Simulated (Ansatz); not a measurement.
A made-up structure of SiNH₄ (charge +1), singlet:

N1  (-0.002, -0.832, 0.206)
Si2  (0.002, 0.756, -0.187)
H3  (0.338, -1.564, -0.407)
H4  (-0.345, -1.192, 1.089)
H5  (0.208, -0.757, 1.201)
H6  (-0.523, 1.702, 0.803)
(Å)

It is relaxed with PBE-D4/def2-SVP and then PBE0-D4/def2-TZVP (Ansatz 0.2.0). Atoms count as bonded within 1.22 times the sum of their covalent radii (H–H: 0.88 Å). The end point is not checked to be a true minimum.

(1) Does its bonding change? (Judge from chemistry; the calculation decides.)

## Answers

(1) The calculation gives: Yes. Formed: none; broken: H4–H5.

Where it ends: The first stage lowers the energy by 5.62 eV in 8 steps. It ends as SiNH₄ ([NH3][SiH]), total charge +1:
```csv
atom,x (Å),y (Å),z (Å)
N1,0.0544,-0.8277,0.4241
Si2,-0.0908,0.9415,-0.4454
H3,0.3445,-1.5686,-0.2148
H4,-0.8351,-1.1125,0.8432
H5,0.7259,-0.8077,1.1967
H6,-0.5204,1.4892,0.9014
```

Labels in which every atom is bracketed show which atoms are joined, not bond orders.

For scale, one of the runs: PBE0-D4/def2-TZVP relaxation, 92 basis functions, launched by `ansatz run in.yaml --threads 2 --pin off --events-out ev --progress --plain --max-ram 4352MiB`. The run took about 4.5 s on 2 CPU threads of an AMD EPYC 7R13 (shared host).
